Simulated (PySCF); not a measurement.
Molecule: 1,5-hexadiyne (SMILES C#CCCC#C).

Geometry:
```csv
atom,x (Å),y (Å),z (Å)
C1,3.035,0.170,0.054
C2,1.842,0.307,0.207
C3,0.403,0.454,0.372
C4,-0.396,-0.460,-0.572
C5,-1.835,-0.313,-0.407
C6,-3.028,-0.176,-0.254
H7,4.095,0.054,-0.076
H8,0.115,1.504,0.194
H9,0.126,0.234,1.416
H10,-0.109,-1.510,-0.394
H11,-0.118,-0.240,-1.616
H12,-4.088,-0.059,-0.125
```

Spin–spin couplings on one PBE0-D3(BJ)/def2-SVP geometry, PySCF, gas phase, non-relativistic, equivalent pairs averaged (without the spin–dipole term); isotopes ¹³C, ¹H; functional B3LYP.

How do the couplings (Hz) change with the basis set? Times are CPU seconds on 1 thread of an Arm Neoverse V1, shared host. Far from the basis limit: 6-31G*, 6-31G-J, pcJ-0, def2-TZVP, cc-pVTZ.

Answers


| basis set | functions | ¹J(C1,H7) | ¹J(C1,C2) | ¹J(C3,H8) | ¹J(C2,C3) | ¹J(C3,C4) | ²J(C2,H7) | ²J(H8,H9) | core-s |
| --- | --- | --- | --- | --- | --- | --- | --- | --- | --- |
| 6-31G* | 96 | 238.0 | 185.3 | 160.3 | 79.0 | 55.1 | 35.3 | -19.8 | 6 |
| 6-31G-J | 96 | 284.0 | 195.8 | 144.9 | 75.6 | 36.9 | 51.5 | -22.1 | 7.9 |
| pcJ-0 | 96 | 261.8 | 169.7 | 121.9 | 59.2 | 28.7 | 38.5 | -18.6 | 7.4 |
| def2-TZVP | 222 | 258.3 | 194.1 | 132.7 | 72.7 | 34.9 | 50.4 | -16.4 | 31 |
| cc-pVTZ | 264 | 255.9 | 300.1 | 121.1 | 66.5 | 26.6 | 53.1 | -16.1 | 43 |

The Fermi-contact term samples the wavefunction at the nucleus, which is why sets with added tight s functions (names with J) are made for couplings.
